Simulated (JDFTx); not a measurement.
System: chloromethane, CH3Cl (SMILES CCl), charge 0, multiplicity 1; geometry: optimised with GFN2-xTB in vacuum (no frequencies checked; largest PBE force component 0.4 eV/Å).

All numbers are PBE, GBRV ultrasoft potentials, plane waves to 20/100 Ha results from JDFTx (a modified build), not measurements. Liquid: CANDLE, water, 2 M NaF. The liquid run sits in a periodic box with 3.75 Å from the outermost atoms to the faces; the vacuum run is isolated. The box matters at about 0.01 eV. Solvation energy here means the total energy in the continuum liquid minus that in vacuum, same nuclei, nothing added for thermal motion or standard states.

**Question.** What does the calculation give for the solvation energy, its fluid terms and the levels?

**Answer.** 
| Quantity | Result |
|---|---|
| solvation energy | -1.3 kcal/mol |
| part: cavitation term of the fluid | 8.2 kcal/mol |
| part: dispersion term of the fluid | -6.5 kcal/mol |
| part: electrostatic term of the fluid | -3.7 kcal/mol |
| part: distortion of the solute's electrons | 0.7 kcal/mol |
| dipole moment in vacuum | 1.83 D |
| dipole moment in the liquid | 2.54 D |
| highest occupied level in vacuum (zero: vacuum level) | -7.07 eV |
| highest occupied level in the liquid (zero: bulk electrolyte) | -7.06 eV |
